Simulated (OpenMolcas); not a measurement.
BPH4 (SMILES BP): the energy, rung by rung

BPH4: 6 atoms, total charge 0, spin state singlet. SMILES: `BP`. Geometry: relaxed at GFN2-xTB.

```xyz
6

B     0.0027   -0.8680    0.1189
P     0.3787    0.9288    0.2596
H    -0.7775   -1.3512    0.8429
H     0.6592   -1.5409   -0.5759
H     0.5991    1.3191   -1.0437
H    -0.8623    1.5122    0.3982
```

Each level gives the energy change with the B1–H3 bond stretched from 1.169 to 1.753 Å (eV). The values are calculated.

```
                      level                   kind     program  value (eV)  less FCI/STO-3G  CPU time (all runs)
     HF/STO-3G (restricted)           Hartree–Fock  OpenMolcas        3.15            +0.82                  3 s
  SVWN5/STO-3G (restricted)                    LDA  OpenMolcas        2.46            +0.13                7.8 s
    PBE/STO-3G (restricted)                    GGA  OpenMolcas        2.37            +0.04                9.1 s
 r2SCAN/STO-3G (restricted)               meta-GGA  OpenMolcas        2.54            +0.21                 12 s
 M06-2X/STO-3G (restricted)        hybrid meta-GGA  OpenMolcas        2.70            +0.37                 11 s
   PBE0/STO-3G (restricted)          global hybrid  OpenMolcas        2.62            +0.29                8.1 s
 B2PLYP/STO-3G (restricted)          double hybrid  OpenMolcas        2.62            +0.29                8.3 s
    MP2/STO-3G (restricted)    perturbation theory  OpenMolcas        2.68            +0.35                3.1 s
CCSD(T)/STO-3G (restricted)  coupled cluster or CI  OpenMolcas        2.34            +0.01                4.2 s
                 FCI/STO-3G     exact in the basis  OpenMolcas        2.33             0.00              1.8 min
```

FCI/STO-3G is exact within its basis and frozen core, so for wave-function methods in that basis the difference is their error; functionals converge differently with the basis, so for them it is only a difference. Spin-restricted single references rise too steeply as a bond breaks, Hartree–Fock most of all. The first shape isn't each level's own minimum. The values span 2.33 to 3.15 eV. All rows use very small basis sets, so even the best lies far from the true value. Times are those of the runs behind each value, whatever else they computed, on shared processors of several kinds: orders of magnitude only.
